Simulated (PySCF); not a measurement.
Compound: naphthalene radical anion, C10H8 (charge -1 and doublet state).
Atom-mapped SMILES: `[cH:1]1[cH:2][cH:3][c:4]2[cH:5][cH:6][cH:7][cH:8][c:9]2[cH:10]1` (hydrogens: H11 on C1; H12 on C2; H13 on C3; H14 on C5; H15 on C6; H16 on C7; H17 on C8; H18 on C10)

Structure used (PBE0-D3(BJ)/def2-SVP), in Å, numbered top down from 1:
```xyz
18
C10H8 angstrom
C      2.3099    1.1107   -0.0512
C      2.5494   -0.2548    0.0371
C      1.4708   -1.1589    0.0844
C      0.1240   -0.7122    0.0446
C     -0.9892   -1.5919    0.0900
C     -2.3111   -1.1086    0.0484
C     -2.5516    0.2568   -0.0396
C     -1.4729    1.1607   -0.0867
C     -0.1264    0.7129   -0.0472
C      0.9873    1.5920   -0.0928
H      3.1474    1.8164   -0.0885
H      3.5773   -0.6331    0.0700
H      1.6597   -2.2357    0.1540
H     -0.7992   -2.6685    0.1591
H     -3.1487   -1.8141    0.0855
H     -3.5795    0.6347   -0.0722
H     -1.6613    2.2377   -0.1560
H      0.7967    2.6685   -0.1623
```

Identity: naphthalene radical anion, `c1ccc2ccccc2c1` [SMILES of the parent framework; charge -1 and doublet state].

Computed with UKS B3LYP, IGLO-III on C, pcH-1 on H, non-relativistic, mean-field spin-orbit, GIAO in PySCF. Whether the extra electron is bound in the gas phase wasn't checked; a finite basis holds it in any case. The geometry's basis has no diffuse functions, a weakness for an anion. No stability test was run, so a lower SCF solution isn't excluded. No frequencies were computed at this geometry's level, so the symmetric structure isn't shown to be a minimum.

The largest Mulliken spin populations are on C8 (+0.26), C10 (+0.26), C5 (+0.26) and C3 (+0.26). Four atoms exceed +0.15. The positive populations add up to 1.23 and the negative ones to -0.23, together 2S = 1.

(1) Find Q in a(H) = Q·ρ(C) for the protons on the planar carbons that carry spin.

Answers

(1) 
```
  H    C    ρ(C)  a(H) (G)  a/ρ (G)
H13   C3  +0.258     -5.86    -22.7
H14   C5  +0.259     -5.87    -22.7
H17   C8  +0.259     -5.88    -22.7
H18  C10  +0.259     -5.87    -22.7
```

These protons share one ρ (within 0.01), so their mean ratio, Q = -22.7 G, is no test of linearity. In every row coupling and population have opposite signs.

Couplings in gauss use g_iso = 2.0027.

On an x86-64 server with one thread, on a shared host, this took 2.0 min wall.
